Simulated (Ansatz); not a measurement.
A structure relaxed at PBE0-D4/def2-TZVP, charge 0, multiplicity 1:

```json
{"atom": "N1", "x (Å)": "-0.069", "y (Å)": "2.052", "z (Å)": "-0.276"}
{"atom": "C2", "x (Å)": "-0.074", "y (Å)": "0.901", "z (Å)": "0.599"}
{"atom": "C3", "x (Å)": "0.241", "y (Å)": "-0.430", "z (Å)": "-0.083"}
{"atom": "N4", "x (Å)": "-0.733", "y (Å)": "-0.666", "z (Å)": "-1.124"}
{"atom": "N5", "x (Å)": "0.229", "y (Å)": "-1.485", "z (Å)": "0.922"}
{"atom": "H6", "x (Å)": "0.873", "y (Å)": "2.243", "z (Å)": "-0.598"}
{"atom": "H7", "x (Å)": "-0.612", "y (Å)": "1.822", "z (Å)": "-1.102"}
{"atom": "H8", "x (Å)": "-1.062", "y (Å)": "0.807", "z (Å)": "1.064"}
{"atom": "H9", "x (Å)": "0.636", "y (Å)": "1.069", "z (Å)": "1.415"}
{"atom": "H10", "x (Å)": "1.215", "y (Å)": "-0.326", "z (Å)": "-0.589"}
{"atom": "H11", "x (Å)": "-0.434", "y (Å)": "-1.400", "z (Å)": "-1.754"}
{"atom": "H12", "x (Å)": "-1.604", "y (Å)": "-0.967", "z (Å)": "-0.698"}
{"atom": "H13", "x (Å)": "0.551", "y (Å)": "-2.361", "z (Å)": "0.530"}
{"atom": "H14", "x (Å)": "0.843", "y (Å)": "-1.258", "z (Å)": "1.696"}
```

Q: Give its formula and SMILES.

A: C2H9N3, `NCC(N)N`.

Q: Point group (tolerance 0.08 Å, 0.16 Å for H)?

A: C1.

Q: Summarise the bond lengths by kind.

A: 3 × C–N 1.446 to 1.457 Å; 6 × H–N 1.012 to 1.015 Å; 1 × C–C 1.528 Å; 3 × C–H 1.095 to 1.103 Å.

Program: Ansatz 0.2.0.
